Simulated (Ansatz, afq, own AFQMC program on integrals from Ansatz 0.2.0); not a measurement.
Integrals from Ansatz 0.2.0, then the random walk in our own AFQMC program (afq).

```yaml
crystal:
  periodic: [false, false, false]
  atoms:
    - {symbol: Ge, position_ang: [0.000000, 0.000000, 0.302970]}
    - {symbol: C, position_ang: [0.000000, 0.000000, -1.483402]}
    - {symbol: H, position_ang: [0.000000, -0.912198, -2.078999]}
    - {symbol: H, position_ang: [0.000000, 0.912198, -2.078999]}
basis:
  gaussian: {orbitals: cc-pVDZ}
magnetization: {spin_polarized: false}
correlation: {method: ccsd_t, electrons: outside_noble_gas, hamiltonian_folder: ham}
```

```sh
$ ansatz run in.yaml --threads 1 --pin off --events-out ev --progress --plain --max-ram 1382MiB
```

Options of the walk:

```
--method phaseless --trial cisd --walkers 70 --populations 1 --least-time 40 --time-step 0.005 --steps-per-block 50 --equilibration-blocks 28 --max-blocks 300 --target-error 0.00038 --factor-cut 1e-05 --seed 6487 --release-times 0.24,0.51,0.99,1.62,2.4 --release-step 0.03 --release-every 4 --taylor-order 6
```

Times are imaginary, in 1/Eh. The walk had a cap of 536 s. Filled inner d shells are frozen with the cores.

Output of the walk:

```
orbitals 36  electrons 5 5  factors 290 of 548
reference energy -2114.29601570 Eh
CCSD correlation -0.24008671 Eh in 10 cycles, weight of the determinant in the CISD state 0.8626
energy of the start -2114.536102 Eh
 block  time / (1/Eh)  mean weight  energy / Eh
     1     0.250  0.9982  -2114.532658
     2     0.500  1.0023  -2114.535636
     3     0.750  0.9999  -2114.534595
     4     1.000  1.0009  -2114.536783
     5     1.250  0.9995  -2114.540197
     9     2.250  1.0015  -2114.545562
    33     8.250  0.9990  -2114.552425
    65    16.250  1.0011  -2114.549703
    81    20.250  0.9992  -2114.538887
    97    24.250  0.9988  -2114.549045
   129    32.250  1.0011  -2114.547177
   161    40.250  1.0006  -2114.548194
   193    48.250  1.0011  -2114.549201
   225    56.250  0.9995  -2114.545383
   257    64.250  0.9996  -2114.551250
   289    72.250  1.0005  -2114.541341
   313    78.250  0.9988  -2114.570395
   321    80.250  0.9995  -2114.548554
blocks merged  error / Eh  count
     1  0.000388  300
     2  0.000496  150
     4  0.000566  75
     8  0.000701  37
    16  0.000812  18
    32  0.001075  9
released: time / (1/Eh)  energy / Eh  error  mean overlap
  0.24  -2114.547273  0.000648  0.9960
  0.51  -2114.547415  0.000512  0.9925
  0.99  -2114.547141  0.000535  0.9993
  1.62  -2114.547265  0.000565  0.9916
  2.40  -2114.547100  0.000662  0.9958
energy -2114.547323 +/- 0.000812 Eh
(rows thinned)
```

The run passed its tests (sampling time, drift between the halves within three errors, error under three times the target), which doesn't prove that it has relaxed.

Against this walk (error 22.1 meV) on the same determinant: CCSD(T) 46.7 meV higher, CCSDT(Q) 0.6 meV higher (within the noise). The error is statistical and leaves out the bias of the constraint. Released to 2.40 1/Eh the energy moves by 6 ± 29 meV (both errors), within twice the noise.

Cautions: constraint bias not in the error; error above the target (22.1 against 10.3 meV); no relativity below Rb; no spin-orbit coupling; inner d shell frozen; higher spins were not checked; restricted determinant unstable towards unrestricted (UHF 127 meV lower, ⟨S²⟩ 0.40).

The walk took 3.3 min on 1 thread of Intel(R) Xeon(R) Platinum 8488C (Sapphire Rapids), on a shared host. The log's last line is the phaseless energy.

CCSDT and higher add their correlation energy to the determinant of the CCSD(T) run, since their own runs factorise the integrals more tightly (a shift of under 2 meV). A walk keeps the symmetry of its determinant, which the program's search chose and which needn't be the lowest solution, so a lower state of the same spin and another symmetry isn't excluded.
